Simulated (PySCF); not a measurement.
Series nitrenes, diatomics and small unsaturated species, computed as singlets and as triplets. Gas-phase values, no solvent. One relaxed conformer stands for each flexible species; it need not be the lowest. Strings in code marks are SMILES.

All values below come from B3LYP-D3(BJ)/def2-TZVP (PySCF 2.14.0). All candidates: neutral, multiplicity 3. B3LYP has the VWN-RPA correlation part, as in Gaussian. 

```
Item                              Value
-----------------------------  --------
dipole moment                    1.49 D
highest occupied spin orbital  -5.47 eV
```

Problem. Say which member has these values.
A. `C=N` (excited triplet)
B. `[B]Cl` (excited triplet)
C. `C=O` (excited triplet)
D. `C=[SiH2]` (excited triplet)

Solution. C, `C=O` (excited triplet). The others give `C=[SiH2]` (excited triplet): 0.73 D, -5.82 eV; `[B]Cl` (excited triplet): 0.07 D, -4.71 eV; `C=N` (excited triplet): 0.95 D, -5.24 eV
